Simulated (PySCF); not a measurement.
System (SMILES): C=O (CH2-O).
Geometry (B3LYP-D3(BJ)/def2-TZVP, fixed):
```xyz
4

O     -0.0009    -0.0102     0.6728
C      0.0007     0.0079    -0.5259
H     -0.0027     0.9554    -1.0993
H      0.0057    -0.9218    -1.1276
```

Basis-set convergence of the lowest singlet excitation energy at PBE with PySCF. Tamm-Dancoff approximation; the state is taken by its order, and sets in which it differs in degeneracy or brightness are left out, yet its character can still change. All functions are spherical. Density fitting with generated auxiliary sets. No added dispersion term, no relativity. Reference: the value in d-aug-cc-pVTZ, 3.874 eV, itself unsure by roughly 0.001 eV (its mean distance from aug-pcseg-2, aug-cc-pVTZ). Deviations are taken from unrounded values. Cost is core time over that of 6-31G**, rough, on shared machines of one kind.

```json
[
 {"basis": "6-31G**", "functions": "38", "lowest singlet excitation energy (eV)": "4.022", "minus reference (eV)": "0.148", "cost": "1×"},
 {"basis": "cc-pVDZ", "functions": "38", "lowest singlet excitation energy (eV)": "3.966", "minus reference (eV)": "0.092", "cost": "0.9×"},
 {"basis": "def2-TZVP", "functions": "74", "lowest singlet excitation energy (eV)": "3.931", "minus reference (eV)": "0.057", "cost": "3×"},
 {"basis": "cc-pVTZ", "functions": "88", "lowest singlet excitation energy (eV)": "3.949", "minus reference (eV)": "0.075", "cost": "2×"},
 {"basis": "pcseg-2", "functions": "88", "lowest singlet excitation energy (eV)": "3.908", "minus reference (eV)": "0.034", "cost": "3×"},
 {"basis": "jun-cc-pV(T+d)Z", "functions": "106", "lowest singlet excitation energy (eV)": "3.876", "minus reference (eV)": "0.003", "cost": "3×"},
 {"basis": "6-311++G(3df,3pd)", "functions": "114", "lowest singlet excitation energy (eV)": "3.886", "minus reference (eV)": "0.012", "cost": "3×"},
 {"basis": "pcseg-3", "functions": "186", "lowest singlet excitation energy (eV)": "3.881", "minus reference (eV)": "0.007", "cost": "10×"},
 {"basis": "def2-QZVPPD", "functions": "195", "lowest singlet excitation energy (eV)": "3.882", "minus reference (eV)": "0.008", "cost": "10×"}
]
```
